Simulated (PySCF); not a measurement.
wavenumber (cm⁻¹), absorption (km/mol per cm⁻¹) and a bar:
```
        0      0.006 
       10      0.006 
       19      0.007 
       29      0.007 
       39      0.007 
       48      0.007 
       58      0.008 
       67      0.008 
       77      0.009 
       87      0.009 
       96      0.010 
      106      0.010 
      116      0.011 
      125      0.011 
      135      0.012 
      144      0.013 
      154      0.014 
      164      0.015 
      173      0.016 
      183      0.017 
      193      0.019 
      202      0.021 
      212      0.023 
      222      0.025 
      231      0.029 
      241      0.033 
      250      0.040 
      260      0.052 
      270      0.078 
      279      0.157 
      289      0.479 #
      299      0.304 
      308      0.125 
      318      0.088 
      328      0.080 
      337      0.082 
      347      0.089 
      356      0.101 
      366      0.117 
      376      0.140 
      385      0.171 
      395      0.215 
      405      0.279 
      414      0.378 
      424      0.541 #
      433      0.838 #
      443      1.458 ##
      453      3.089 ####
      462      9.266 ###########
      472     25.774 ##############################
      482      8.592 ##########
      491      2.936 ###
      501      1.405 ##
      511      0.814 #
      520      0.528 #
      530      0.370 
      539      0.273 
      549      0.210 
      559      0.166 
      568      0.135
```

This is the computed harmonic infrared spectrum of singlet ClF₂⁻, Lorentzian lines of 14 cm⁻¹ full width. Method: PySCF, PBE0, basis Cl def2-TZVPD, F def2-TZVPD (no relativity, density fitting).

Which bands make it up, and how are they assigned?

In D∞h symmetry, counting bands above 1 % of the strongest: 292 cm⁻¹ (πu, bend, 11 km/mol); 472 cm⁻¹ (σu+, stretch, 568 km/mol).

This need not be the most stable arrangement of these atoms. The lowest empty level of this anion is unbound, so it and the gap depend on the basis.
